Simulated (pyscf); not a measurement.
CH₄ + F–Ga(F)–F → H₃C–Ga(F)–F + HF, a four-centre exchange (singlet surface; C–H, F–Ga broken, C–Ga, F–H formed). Structures and frequencies: ωB97X-D3(BJ)/def2-SVP in PySCF. Energies in kcal/mol from the separated reactants.

Small-basis levels: PySCF, no dispersion term, spherical d functions. AM1 to PM7: differences of heats of formation from MOPAC. GFN2-xTB: tblite. Cost: rough CPU time at the saddle relative to B3LYP/6-31G*+LANL2DZ, from one job on a shared machine.

```tsv
level	barrier	reaction energy	cost
SVWN5/6-31G*+LANL2DZ	?	+28.3	1
PBE/6-31G*+LANL2DZ	24.7	+31.0	2
B3LYP/3-21G	15.0	+33.9	0.9
B3LYP/LANL2DZ	32.4	+25.7	0.7
B3LYP/6-311+G**+LANL2DZ	31.3	+18.3	2
PBE/def2-SVP	18.6	+19.0	3
GFN2-xTB	33.7	+27.1	under 0.02
PM3	20.2	+19.9	under 0.02
PM6	?	+3.5	under 0.02
ωB97M-D3(BJ)/def2-TZVP	?	+15.0	–
```

**Question.** Complete the blanks.

**Answer.** 
- SVWN5/6-31G*+LANL2DZ, barrier: 12.3
- PM6, barrier: 43.4
- ωB97M-D3(BJ)/def2-TZVP, barrier: 27.6

Against the last row the barrier runs from -15.3 (SVWN5/6-31G*+LANL2DZ) to +15.8 kcal/mol (PM6). At SVWN5/6-31G*+LANL2DZ, PBE/6-31G*+LANL2DZ, B3LYP/3-21G, PBE/def2-SVP this geometry lies under one side, so the entry may be no barrier of that level: it is a single point on another level's saddle. ωB97M-D3(BJ)/def2-TZVP has limits of its own. On the reactant side the descent ends in a complex, 6.9 kcal/mol under the separated species and 33.4 kcal/mol under the saddle at ωB97X-D3(BJ)/def2-TZVP. On the product side the descent ends in an adduct with a F–Ga contact (not fully relaxed), 13.0 kcal/mol under the separated species and 24.8 kcal/mol under the saddle at ωB97X-D3(BJ)/def2-TZVP. What is counted as broken (F–Ga) persists as a longer contact in the product adduct; parting that adduct is a step of its own. One saddle was located; it need not be the lowest between these sides. In the def2 sets elements up to Kr have no core potential.
